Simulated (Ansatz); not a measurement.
Ideal-gas functions of CH$_{6}$N+ (`C[NH3+]`) at 400 K and 1 bar, from an Ansatz frequency run at PBE0-D4/def2-TZVP.

Molar mass 32.07 g/mol, point group C3v (symmetry number 3), electronic degeneracy 1, moments of inertia 5.957, 24.901, 24.901 u Å². Harmonic wavenumbers (cm⁻¹, unscaled): 300, 914, 915, 969, 1281, 1281, 1462, 1493, 1493, 1531, 1669, 1669, 3101, 3207, 3207, 3425, 3502, 3502.

Use S(trans) = R[1.5 ln M + 2.5 ln T − 1.1517]; rotational temperatures θ = 24.2544 K / I; S(rot) = R[ln(√π/σ · √(T³/θAθBθC)) + 1.5]; for each mode x = 1.438777 ν̃/T, S = R[x/(eˣ − 1) − ln(1 − e⁻ˣ)] and H = RT x/(eˣ − 1); 1 cm⁻¹ = 0.0119627 kJ/mol; R = 8.31446 J/(mol·K).

Q: By hand: the entropy, in J/(mol·K).

A: Translation 158.2. Rotation: θ = 4.0716, 0.974, 0.974 K, giving 77.2. Vibration, mode by mode: 8.07, 1.38, 1.37, 1.17, 0.47, 0.47, 0.27, 0.25, 0.25, 0.22, 0.14, 0.14, 0.00, 0.00, 0.00, 0.00, 0.00, 0.00, in all 14.2. Electronic 0.0. Sum 249.6 J/(mol·K).

Q: By hand: H − E and G − E in kJ/mol, counted from the electronic energy.

A: Zero-point energy ½ × 34921 × 0.0119627 = 208.9; thermal vibration 3.8; translation, rotation and pV give 4 RT = 13.3. H − E = 226.0 kJ/mol, and G − E = 226.0 − 400 × 249.6/1000 = 126.2 kJ/mol.

Vibration gives 6 % of the entropy.
